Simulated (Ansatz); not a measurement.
A first try at a composite energy at a relaxed geometry of FH₃Si₂, SMILES F[Si][SiH3], using the Python package of Ansatz (0.2.0).

`composite_fh3si2.py`
```python
'''A composite energy for FH3Si2: DFT geometry, MP2 basis limit, coupled-cluster correction.'''

import itertools
import warnings

import ansatz as az
from ase import Atoms
from ase.data import atomic_numbers, covalent_radii
import numpy as np


def main() -> None:
    warnings.simplefilter('ignore', az.DeckWarning)

    atoms = Atoms(['F', 'Si', 'Si', 'H', 'H', 'H'], positions=[
        (2.5287, 0.2775, 0.3585),
        (1.4271, -0.7584, -0.3874),
        (-0.648, -0.0041, -0.0487),
        (-0.7773, 1.345, -0.6193),
        (-0.9204, 0.0465, 1.3955),
        (-1.6101, -0.9065, -0.6986),
    ])
    molecule = az.Crystal.molecule_from_ase(atoms)

    setup = molecule
    setup = setup.basis(gaussian='def2-SVP')
    setup = setup.functional('PBE0')
    setup = setup.spin('collinear', total=2)
    symbols = [site.symbol for site in molecule.cartesian_sites]
    start = np.array([site.position_ang for site in molecule.cartesian_sites], dtype=float)
    summary = setup.relax(force_tolerance=0.01, max_steps=30).run().report
    end = np.array(summary['positions_ang'])
    # pairs closer than 1.2 times the sum of covalent radii, before or after
    radius = [covalent_radii[atomic_numbers[s]] for s in symbols]
    span = lambda where, i, j: np.linalg.norm(where[i] - where[j])
    bonded = [(i, j) for i, j in itertools.combinations(range(len(symbols)), 2) if min(span(start, i, j), span(end, i, j)) < 1.2 * (radius[i] + radius[j])]
    print('pair        before    after (A)')
    for i, j in bonded:
        print(f'{symbols[i]}{i}-{symbols[j]}{j}'.ljust(10), f'{span(start, i, j):8.4f} {span(end, i, j):8.4f}')
    for first, second in list(itertools.combinations(bonded, 2)):
        shared = set(first) & set(second)
        if shared and symbols[(j := shared.pop())] != 'H':
            i, k = sorted((set(first) | set(second)) - {j})
            u, v = end[i] - end[j], end[k] - end[j]
            angle = np.degrees(np.arccos(np.clip(u @ v / np.linalg.norm(u) / np.linalg.norm(v), -1, 1)))
            print(f'final angle {symbols[i]}{i}-{symbols[j]}{j}-{symbols[k]}{k}: {angle:.2f} deg')

    minimum = az.Crystal.molecule()
    for symbol, place in zip(symbols, end):
        minimum = minimum.atom(symbol, place.tolist())
    at_minimum = minimum.calculation().spin('collinear', total=2)
    # MP2 extrapolated to the basis limit, plus the small-basis difference CCSD(T) - MP2
    level = lambda method, basis: at_minimum.basis(gaussian=basis).correlation(method).run().report
    small, large, cluster = level('mp2', 'cc-pVDZ'), level('mp2', 'cc-pVTZ'), level('ccsd_t', 'cc-pVDZ')
    corr = lambda each: (each['free_energy_ev'] - each['reference_energy_ev']) / 27.211386246
    mp2_limit = (27 * corr(large) - 8 * corr(small)) / 19
    pieces = {'HF / cc-pVTZ': large['reference_energy_ev'] / 27.211386246, 'MP2 correlation, DZ-TZ limit': mp2_limit, 'CCSD(T) - MP2 / cc-pVDZ': corr(cluster) - corr(small)}
    for name, value in pieces.items():
        print(f'{name:32s} {value:14.6f} Ha')
    print(f'{"sum":32s} {sum(pieces.values()):14.6f} Ha')
    print('T1 diagnostic', round(cluster['correlation']['coupled_cluster']['t1_diagnostic'], 4))


if __name__ == '__main__':
    main()
```

`python composite_fh3si2.py` gives:
```text
Traceback (most recent call last):
  File "composite_fh3si2.py", line 65, in <module>
    main()
    ~~~~^^
  File "composite_fh3si2.py", line 26, in main
    setup = setup.basis(gaussian='def2-SVP')
            ^^^^^^^^^^^
AttributeError: 'Crystal' object has no attribute 'basis'
```

Find the fault and give the corrected script.

The fault: settings are called on the crystal, without .calculation(). The correction:

```diff
--- before
+++ after
@@ -24,3 +24,3 @@
 
-    setup = molecule
+    setup = molecule.calculation()
     setup = setup.basis(gaussian='def2-SVP')
@@ -30,3 +30,3 @@
     start = np.array([site.position_ang for site in molecule.cartesian_sites], dtype=float)
-    summary = setup.relax(force_tolerance=0.01, max_steps=30).run().report
+    summary = setup.relax(force_tolerance=0.01, max_steps=100).run().report
     end = np.array(summary['positions_ang'])
```

With that change:

```console
$ python composite_fh3si2.py
pair        before    after (A)
F0-Si1       1.6861   1.6395
Si1-Si2      2.2338   2.3414
Si2-H3       1.4705   1.4956
Si2-H4       1.4705   1.4956
Si2-H5       1.4705   1.4931
final angle F0-Si1-Si2: 117.28 deg
final angle Si1-Si2-H3: 112.16 deg
final angle Si1-Si2-H4: 112.16 deg
final angle Si1-Si2-H5: 102.63 deg
final angle H3-Si2-H4: 109.16 deg
final angle H3-Si2-H5: 110.29 deg
final angle H4-Si2-H5: 110.29 deg
HF / cc-pVTZ                        -679.094667 Ha
MP2 correlation, DZ-TZ limit          -0.499856 Ha
CCSD(T) - MP2 / cc-pVDZ               -0.046494 Ha
sum                                 -679.641017 Ha
T1 diagnostic 0.0197
```

Total energies depend on the basis set; only differences at equal settings carry meaning. The sum leaves out core correlation, relativity, the Hartree-Fock basis error and zero-point energy; a DZ-TZ extrapolation is rough. The species is open-shell (spin multiplicity 3). Inner cores stay frozen, so this is valence correlation. For Al to Cl the sets with a tight d function, cc-pV(X+d)Z, are usual. An extrapolation from small basis sets is rough. Hardware and time: 46 s on 1 thread of Arm Neoverse N1, with other jobs on the host, peak memory 0.34 GiB.
